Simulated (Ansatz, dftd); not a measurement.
Reaction: HOCl (SMILES ClO) + H+ → H2OCl+ (SMILES Cl[OH2+])
Each species at its own B3LYP-D3(BJ)/def2-TZVP minimum (Ansatz, a first-principles code).

Property: proton affinity (electronic), positive where energy is released, in kcal/mol. Open shells are spin-unrestricted; no spin-orbit coupling. Cores are frozen in correlated methods. Rows without X2C or -DK are non-relativistic. CBS(X,Y): correlation extrapolated as X^-3, Hartree-Fock from the larger set (Q,5: extrapolated as (X+1)exp(-9√X)). A bracket is a step between two methods taken in the basis named. Functionals run without relativity, which enters their misses. Double hybrids freeze cores in their MP2 part. 'core' is core correlation in cc-pwCVTZ (1s frozen past Ne), 'X2C' scalar relativity in cc-pVTZ-DK, both at CCSD(T).

Compared with CCSD(T)/CBS(cc-pV(Q+d)Z,cc-pV(5+d)Z) + [CCSDT(Q) - CCSD(T)]/cc-pV(T+d)Z + core + X2C (Ansatz): 158.7 kcal/mol.

Costs are rough ratios of core time, to one figure, on one kind of shared machine, summed over the single points of the molecules; atoms, geometries and frequencies are left out. The first row took roughly 4 core seconds; short runs hold start-up time.

```tsv
level	program	cost relative to the first row
PBE-D4/def2-TZVPD	Ansatz + dftd4	1
B3LYP-D4/def2-TZVPD	Ansatz + dftd4	1
r2SCANh-D4/def2-TZVPD	Ansatz + dftd4	1
B2GP-PLYP/def2-TZVPD	Ansatz	2
CCSDT(Q)/cc-pV(D+d)Z	Ansatz	10
CCSD(T)/CBS(cc-pV(T+d)Z,cc-pV(Q+d)Z)	Ansatz	20
CCSDT(Q)/cc-pV(T+d)Z	Ansatz	200
```

Task: Among the rows that cost no more than B2GP-PLYP/def2-TZVPD, which comes nearest?

Result: B3LYP-D4/def2-TZVPD.
```json
[
 {"level": "PBE-D4/def2-TZVPD", "difference (kcal/mol)": "-1.8"},
 {"level": "B3LYP-D4/def2-TZVPD", "difference (kcal/mol)": "-0.5"},
 {"level": "r2SCANh-D4/def2-TZVPD", "difference (kcal/mol)": "-1.3"},
 {"level": "B2GP-PLYP/def2-TZVPD", "difference (kcal/mol)": "-1.1"},
 {"level": "CCSDT(Q)/cc-pV(D+d)Z", "difference (kcal/mol)": "7.6"},
 {"level": "CCSD(T)/CBS(cc-pV(T+d)Z,cc-pV(Q+d)Z)", "difference (kcal/mol)": "0.2"},
 {"level": "CCSDT(Q)/cc-pV(T+d)Z", "difference (kcal/mol)": "3.8"}
]
```
